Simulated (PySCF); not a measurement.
Spin states of S₂⁺

Unrestricted PBE0; S def2-SVP; no relativity (PySCF 2.14). Outer shells of the fragments: S+ 3s2 3p3; S 3s2 3p4.

Followed along the bond (rough minima from three points):

```
2Ms+1     unpaired  ⟨S²⟩ at the start  R at minimum (Å)  Te (eV)
    2          π ↑               1.03              1.83     0.00
    4        π ↑↑↑               3.76              2.07     1.85
    2        π ↑↑↓               1.76              2.07     2.30
    6  σ ↑, π ↑↑↑↑               8.75  none in the scan   ≤ 4.86
```

Solutions found at the starting distance of 2.070 Å, counted from the lowest of them; the search is not exhaustive and high or unbound solutions are not listed, so other states can lie among these:

```json
{"2Ms+1": "2", "unpaired": "π ↑", "term": "²Π", "E (eV)": "0.00", "⟨S²⟩": "1.03", "⟨Lz²⟩": "1.09"}
{"2Ms+1": "4", "unpaired": "π ↑↑↑", "term": "⁴Π", "E (eV)": "1.03", "⟨S²⟩": "3.76", "⟨Lz²⟩": "1.00"}
{"2Ms+1": "2", "unpaired": "π ↑↑↓", "term": "mixed", "E (eV)": "1.48", "⟨S²⟩": "1.76", "⟨Lz²⟩": "3.02"}
{"2Ms+1": "4", "unpaired": "σ ↑, π ↑↑", "term": "⁴Σ⁻", "E (eV)": "2.93", "⟨S²⟩": "3.76", "⟨Lz²⟩": "0.00"}
{"2Ms+1": "2", "unpaired": "π ↑", "term": "mixed", "E (eV)": "3.13", "⟨S²⟩": "0.75", "⟨Lz²⟩": "3.01"}
{"2Ms+1": "2", "unpaired": "σ ↑, π ↑↓", "term": "mixed", "E (eV)": "3.54", "⟨S²⟩": "1.76", "⟨Lz²⟩": "2.01"}
{"2Ms+1": "2", "unpaired": "σ ↓, π ↑↑", "term": "mixed", "E (eV)": "3.62", "⟨S²⟩": "1.77", "⟨Lz²⟩": "0.00"}
{"2Ms+1": "4", "unpaired": "σ ↑, π ↑↑", "term": "mixed", "E (eV)": "4.94", "⟨S²⟩": "3.76", "⟨Lz²⟩": "2.01"}
{"2Ms+1": "4", "unpaired": "σ ↑, π ↑↑", "term": "mixed", "E (eV)": "5.31", "⟨S²⟩": "3.76", "⟨Lz²⟩": "2.01"}
{"2Ms+1": "6", "unpaired": "σ ↑, π ↑↑↑↑", "term": "⁶Σ⁺", "E (eV)": "5.51", "⟨S²⟩": "8.75", "⟨Lz²⟩": "0.00"}
{"2Ms+1": "2", "unpaired": "σ ↓, π ↑↑", "term": "mixed", "E (eV)": "5.56", "⟨S²⟩": "1.76", "⟨Lz²⟩": "2.01"}
{"2Ms+1": "4", "unpaired": "σ ↑, π ↑↑", "term": "mixed", "E (eV)": "5.73", "⟨S²⟩": "3.75", "⟨Lz²⟩": "2.00"}
{"2Ms+1": "4", "unpaired": "σ ↑↑, π ↑", "term": "⁴Π", "E (eV)": "6.44", "⟨S²⟩": "3.76", "⟨Lz²⟩": "1.00"}
{"2Ms+1": "6", "unpaired": "σ ↑↑, π ↑↑↑", "term": "⁶Π", "E (eV)": "6.75", "⟨S²⟩": "8.75", "⟨Lz²⟩": "1.00"}
```

A term symbol is given only where ⟨S²⟩ and ⟨Lz²⟩ are close to those of a pure state; real π, δ and φ orbitals otherwise mix terms, and g/u labels are left off.

Task: Compare the gap between the two lowest followed solutions at the starting distance with the gap between their minima.

Result: At PBE0 the second solution (quartet, unpaired electrons π ↑↑↑) lies +1.03 eV from the first (doublet, unpaired electrons π ↑) at 2.070 Å and +1.85 eV at the minima; the two curves relax by different amounts, since their minima lie near 2.07 and 1.83 Å.

Counting both spins, an empty level lies below a filled one in some of these solutions, because spin and occupation are held.
